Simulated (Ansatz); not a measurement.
Relaxation of C3H5FO2 (11 atoms, charge 0, multiplicity 1), to a largest force component of 0.02 eV/Å in at most 40 steps.

All numbers below come from UKS B3LYP/STO-3G (Ansatz).

```xyz
11
Properties=species:S:1:pos:R:3:forces:R:3
O 1.442 -1.400 -0.709 -0.33 -0.34 -1.40
C 1.233 -0.917 0.413 1.91 -0.44 0.30
C -0.069 -0.253 0.911 4.86 2.19 2.79
O -1.061 -0.185 0.033 -6.59 -2.53 -2.06
C -0.910 0.681 -1.069 0.61 1.71 1.42
F -0.592 1.921 -0.544 0.54 2.01 0.17
H 2.078 -0.976 1.160 -0.32 0.30 0.56
H -0.320 -0.825 1.785 -1.11 -0.99 1.21
H 0.221 0.763 1.335 0.10 -0.40 -0.23
H -0.109 0.348 -1.688 1.76 -0.86 -1.96
H -1.847 0.786 -1.605 -1.41 -0.67 -0.80
```

Task: Where does it end, and by what steps?

Result: It converged. Limits of this set-up: minimal basis. After 9 steps the energy has fallen by 0.951 eV; F6 moved furthest, 0.21 Å.

```
step  energy less start (eV)  largest force component (eV/Å)  accepted
   0                  0.0000                           6.592       yes
   1                 -0.8123                           2.468       yes
   2                 -0.9364                           0.427       yes
   3                 -0.9064                           1.034        no
   4                 -0.9479                           0.096       yes
   5                 -0.9491                           0.062       yes
   6                 -0.9496                           0.030       yes
   7                 -0.9505                           0.075       yes
   8                 -0.9507                           0.039       yes
   9                 -0.9508                           0.010       yes
```

```xyz
11
Properties=species:S:1:pos:R:3
O 1.403 -1.321 -0.811
C 1.259 -0.969 0.380
C -0.012 -0.231 0.968
O -1.183 -0.207 0.077
C -0.901 0.721 -1.037
F -0.760 2.042 -0.577
H 2.051 -1.144 1.167
H -0.329 -0.776 1.882
H 0.300 0.795 1.280
H 0.026 0.407 -1.594
H -1.790 0.626 -1.714
```

Time of the run: 36 s on 1 CPU thread of a shared host.
